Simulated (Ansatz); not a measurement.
in.yaml

```yaml
crystal:
  periodic: [false, false, false]
  atoms:
    - {symbol: F, position_ang: [0.000000, -0.674306, 1.490349]}
    - {symbol: P, position_ang: [0.000000, 0.600388, 0.503498]}
    - {symbol: Si, position_ang: [0.000000, -0.205998, -1.563422]}
basis:
  gaussian: {orbitals: cc-pVDZ}
magnetization: {spin_polarized: false, initial_magnetization: 4}
correlation: {method: fic_mrcisd_q, electrons: valence, active_space: {window: {electrons: 6, orbitals: 6}, states: [{multiplicity: 5, irrep: Sigma, weights: [1]}]}}
```

```sh
$ ansatz run in.yaml --threads 1 --pin off --events-out ev --progress --plain --max-ram 2393MiB
```

**Question.** One thing in this input was set wrong on purpose, beside settings that are merely unusual. What is the gravest fault, and what does the program do?

**Answer.** Irrep not in the group. How the run ends: stopped by an error.
```
the irreps are read with x along [0.000, 1.000, 0.000], y along [0.000, 0.000, 1.000] and z along [1.000, 0.000, 0.000] of the geometry given
914 factors; integrals over basis functions are off by at most 1.5e-7 eV
mean field evaluation 1: about -19835.4171 eV, gradient 2.1e1 eV
mean field evaluation 2: about -19835.4584 eV, gradient 2.1e1 eV
mean field evaluation 4: about -19836.8466 eV, gradient 2.4e0 eV
mean field evaluation 8: about -19836.9401 eV, gradient 6.5e-1 eV
mean field evaluation 16: about -19837.0137 eV, gradient 1.3e-2 eV
mean field -19837.01375410 eV, -728.9968094525 hartree, gradient 2.5e-6 eV, S^2 6.000000; 0 other end points of the search recorded, 0 dependent functions left out
reference -19837.01375410 eV, -728.9968094525 hartree; 21, 17 occupied and 29, 33 virtual orbitals, 914 factors
Error: the irrep Sigma is not accepted for these orbitals, which take A', A'', or 1 to 2
```
